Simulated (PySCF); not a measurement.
Dissociation curve of H2, singlet. Each curve is given relative to its own lowest point near equilibrium.

```
R / Å      A      B     C     D
-----  -----  -----  ----  ----
0.60    11.8   12.0  11.0  10.5
0.64     5.5    5.7   4.9   4.6
0.68     1.9    1.9   1.5   1.3
0.70     0.8    0.9   0.6   0.4
0.73     0.0    0.1   0.0   0.0
0.75     0.0    0.0   0.1   0.2
0.78     0.5    0.5   0.8   1.0
0.80     1.2    1.2   1.7   2.0
0.82     2.1    2.1   2.8   3.1
0.86     4.5    4.5   5.5   6.0
0.93    10.0   10.2  11.8  12.5
1.02    18.7   19.3  21.7  22.4
1.13    30.3   31.7  35.1  35.8
1.24    42.0   44.6  48.9  49.2
1.33    51.1   55.0  58.0  57.5
1.49    65.8   72.8  68.7  67.4
1.66    78.5   90.1  75.2  73.5
1.85    89.2  107.3  79.2  77.3
2.01    95.6  120.1  81.1  79.1
2.23   101.4  135.4  82.4  80.4
2.63   106.2  157.3  83.4  81.4
3.00   107.7  172.4  83.6  81.7
```

Energies in kcal/mol.

Which curve belongs to which method? The methods are CCSD on RHF/cc-pVTZ in PySCF; restricted wB97X-V/cc-pVTZ (PySCF); UHF/cc-pVTZ in PySCF; PySCF with unrestricted Hartree-Fock/6-31G*, spherical d.

A is RCCSD; B is RKS-wB97X-V; C is UHF; D is UHF/6-31G*.

The unrestricted determinant behind UHF, UHF/6-31G* is spin-contaminated at 1.24 to 3.00 Å (<S²> up to 1.0, against 0.00 for a pure singlet). The T1 diagnostic of CCSD on the restricted reference of RCCSD exceeds 0.045 at 1.85 to 3.00 Å. The restricted form behind RKS-wB97X-V keeps the bonding electrons paired and can't separate into open-shell fragments.
